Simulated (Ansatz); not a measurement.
From input file to script: ClH₄NSi, SMILES N[SiH2]Cl in Ansatz 0.2.0.

```yaml
crystal:
  periodic: [false, false, false]
  atoms:
    - { symbol: "N", position_ang: [-0.7796, -0.2793, -0.7021] }
    - { symbol: Si, position_ang: [0.5591, 0.0082, 0.2199] }
    - { symbol: Cl, position_ang: [0.5826, -1.3658, 1.7057] }
    - { symbol: H, position_ang: [-0.8868, 0.5738, -1.3318] }
    - { symbol: H, position_ang: [-1.6315, -0.2639, -0.1124] }
    - { symbol: H, position_ang: [0.4372, 1.3728, 0.8149] }
    - { symbol: H, position_ang: [1.7802, -0.1138, -0.6399] }
basis:
  gaussian:
    orbitals: def2-SVP
correlation:
  method: sc_nevpt2
  active_space:
    window:
      electrons: 6
      orbitals: 6
```

`cas_clh4nsi.py`:
```python
"""Active-space calculation on ClH4NSi."""

import ansatz as az

geometry_ang = [
    ("N", [-0.7796, -0.2793, -0.7021]),
    ("Si", [0.5591, 0.0082, 0.2199]),
    ("Cl", [0.5826, -1.3658, 1.7057]),
    ("H", [-0.8868, 0.5738, -1.3318]),
    ("H", [-1.6315, -0.2639, -0.1124]),
    ("H", [0.4372, 1.3728, 0.8149]),
    ("H", [1.7802, -0.1138, -0.6399]),
]
mol = az.Crystal.molecule()
for symbol, xyz in geometry_ang:
    mol = mol.atom(symbol, xyz)

setup = mol.calculation()
setup = setup.basis(gaussian="def2-SVP")
setup = setup.correlation(active_electrons=6, active_orbitals=6)
for method in ["sc_nevpt2"]:
    data = (setup if method is None else setup.correlation(method)).run(threads=1).report
    space = data["configurations"]
    state = space["states"][0]
    print(method or "casscf", f"total {data['free_energy_ev'] / 27.211386246:.6f} Ha, active-space state {state['energy']['hartree']:.6f} Ha, mean field {data['reference_energy_ev'] / 27.211386246:.6f} Ha")
    print("  determinants", state["n_determinants"], " natural occupations", [round(n, 3) for n in space["natural_occupations"]])
print("effectively unpaired electrons, sum of min(n, 2 - n):", round(sum(min(n, 2 - n) for n in space["natural_occupations"]), 3))
```

```console
$ python cas_clh4nsi.py
sc_nevpt2 total -805.388140 Ha, active-space state -805.064997 Ha, mean field -804.992446 Ha
  determinants 400  natural occupations [1.982, 1.979, 1.976, 0.024, 0.022, 0.018]
effectively unpaired electrons, sum of min(n, 2 - n): 0.127
```

Total energies depend on the basis set; only differences at equal settings carry meaning. The geometry is a force-field or estimated start, not a minimum of this method, and the basis set is short of its limit. The active space starts as a window about the frontier orbitals and is then optimised, not chosen by chemistry. Hardware and time: 7.3 s on 1 thread of Arm Neoverse V1 (shared host), peak memory 0.2 GiB.

(Lines on the test bed's own set-up are left out of the output.)
